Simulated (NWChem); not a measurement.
System: hydrogen peroxide (H₂O₂); SMILES OO

Input file for NWChem:

```
start job
memory heap 200 mb stack 900 mb global 1100 mb
geometry units angstroms noautoz
  O      0.040794    -0.708066    -0.122099
  O     -0.040790     0.708067    -0.122096
  H     -0.758713    -0.939419     0.370136
  H      0.758709     0.939418     0.370134
end
basis spherical
  * library 3-21g
end
dft
  xc b3lyp
  iterations 150
  mulliken
end
task dft energy
```

Coordinates come from a PBE0/def2-SVP optimisation.

Task: Predict the main results of this run. (B3LYP/3-21G.) Quantities: basis functions; energy (Ha); highest occupied level (eV); orbital gap (eV); dipole (D).

Result: 
| Property | Value |
|---|---|
| number of basis functions | 22 |
| energy (Ha) | -150.69 |
| highest occupied level (eV) | -6.48 |
| orbital gap (eV) | 8.26 |
| dipole (D) | 1.98 |
